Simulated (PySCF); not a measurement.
Species: 2-chloro-2-methylbutane, C₅H₁₁Cl.
Structure used (GFN2-xTB), in Å, numbered top down from 1:
```xyz
17
C5H11Cl angstrom
C      1.9220   -0.7365    0.1358
C      0.8076    0.1447    0.6888
C     -0.3653    0.3658   -0.2694
C     -0.9920   -0.9341   -0.7524
C     -1.4135    1.2684    0.3698
Cl     0.2616    1.2391   -1.7259
H      1.5889   -1.7631    0.0089
H      2.7642   -0.7368    0.8236
H      2.2638   -0.3569   -0.8239
H      1.2244    1.1201    0.9496
H      0.4108   -0.3021    1.6042
H     -0.2853   -1.5141   -1.3388
H     -1.8596   -0.7248   -1.3742
H     -1.3107   -1.5262    0.1035
H     -1.8505    0.7692    1.2324
H     -0.9675    2.2044    0.6977
H     -2.2058    1.4949   -0.3395
```

Method used: TDDFT PBE0/def2-SVPD, vertical, gas phase, core orbitals frozen in the response (PySCF).

Ground-to-excited transition dipoles (e·a0, same axes as the geometry; the sign carries no meaning), for the states with f of 0.002 or more among the lowest 8:

```csv
state,E (eV),μx,μy,μz
S1,7.284,0.059,-0.087,-0.084
S2,7.331,0.107,0.043,0.052
S3,7.828,-0.118,0.392,0.151
S4,7.882,-0.388,-0.075,-0.235
S7,8.849,0.141,-0.049,-0.062
S8,8.886,0.090,0.126,0.146
```

Task: What oscillator strength does each state have?

Result: f = (2/3) ΔE |μ|² with ΔE in hartree (27.2114 eV).

| state | \|μ\|² (au) | \|μ\| (D) | f |
| --- | --- | --- | --- |
| S1 | 0.018 | 0.34 | 0.003 |
| S2 | 0.016 | 0.32 | 0.003 |
| S3 | 0.190 | 1.11 | 0.037 |
| S4 | 0.211 | 1.17 | 0.041 |
| S7 | 0.026 | 0.41 | 0.006 |
| S8 | 0.046 | 0.54 | 0.010 |

Task: Which bond between heavy atoms lies closest to the direction of the S4 transition dipole?

Result: C2–C3, at 19° from it; next C3–C4 at 50°.

Task: What angle do the transition dipoles of S3 and S4 make?

Result: |cos θ| = |μa·μb| / (|μa| |μb|) = 0.09, so θ ≈ 85° (taken between 0 and 90°, since the signs are arbitrary).

Task: How is the summed strength of these states shared among x, y and z?

Result: (2/3) Σ ΔE μα² gives 0.040 for x, 0.036 for y and 0.022 for z, 0.099 in all.

Task: What peak molar absorption coefficient would the strongest computed level give as a lone Gaussian band 0.4 eV wide at half height?

Result: ε(max) = 2.175×10⁸ f / FWHM, with the width in cm⁻¹. S4: 2.175×10⁸ × 0.0408 / 3226 ≈ 2700 L mol⁻¹ cm⁻¹.

One conformer stands for the species.

Without π bonds the low states may be Rydberg-like; a valence basis with one diffuse set may place them up to an eV too high.
